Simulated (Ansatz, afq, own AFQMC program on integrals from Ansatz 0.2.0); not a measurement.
AFQMC on a folder of integrals that Ansatz 0.2.0 wrote.

```yaml
crystal:
  periodic: [false, false, false]
  atoms:
    - {symbol: In, position_ang: [0.000000, 0.000000, 0.000000]}
basis:
  gaussian: {orbitals: def2-SVP}
magnetization: {spin_polarized: true, initial_magnetization: 3}
correlation: {method: ccsd_t, electrons: outside_noble_gas, hamiltonian_folder: ham}
```

```sh
$ ansatz run in.yaml --threads 1 --pin off --events-out ev --progress --plain --max-ram 1843MiB
```

afq runs on the folder ham with

```
--method free --trial cisd --walkers 200 --time-step 0.03 --max-blocks 80 --target-error 0.00021 --factor-cut 1e-05 --seed 347 --times 0,0.3,0.6,1.2,1.8,2.4,3.6,4.8,6 --taylor-order 8
```

Times are imaginary, in 1/Eh. The walk had a cap of 497 s. Filled inner d shells are frozen with the cores. Core potentials past Kr, no spin–orbit coupling.

afq prints:

```
orbitals 17  electrons 3 0  factors 104 of 153
reference energy -189.09979197 Eh
CCSD correlation -0.00827494 Eh in 7 cycles, weight of the determinant in the CISD state 0.9901
repeat  energy at the last time / Eh  error
    10  -189.108087  0.000003
    20  -189.108089  0.000002
    30  -189.108089  0.000002
time / (1/Eh)  energy / Eh  error  mean overlap
  0.00  -189.108067  0.000000  1.0099
  0.30  -189.108075  0.000000  1.0097
  0.60  -189.108080  0.000000  1.0087
  1.20  -189.108086  0.000001  1.0074
  1.80  -189.108090  0.000001  1.0079
  2.40  -189.108090  0.000001  1.0107
  3.60  -189.108088  0.000001  1.0112
  4.80  -189.108088  0.000001  1.0148
  6.00  -189.108090  0.000002  1.0190
energy -189.108090 +/- 0.000002 Eh
```

The run passed its tests (error under three times the target), which doesn't prove that it has relaxed.

Against this walk (error 0.0 meV) on the same determinant: CCSD(T) 0.2 meV higher, full CI 0.0 meV lower (within the noise). The error is statistical, and a free projection of finite length keeps a remainder of its start.

Cautions: remainder of the start not in the error; no spin-orbit coupling; inner d shell frozen; another spin lies lower (by 3.72 eV).

The walk took 24 s on 1 thread of Arm Neoverse V2 (shared host). The log's last line is the free-projection energy.

A walk keeps the symmetry of its determinant, which the program's search chose and which needn't be the lowest solution, so a lower state of the same spin and another symmetry isn't excluded.
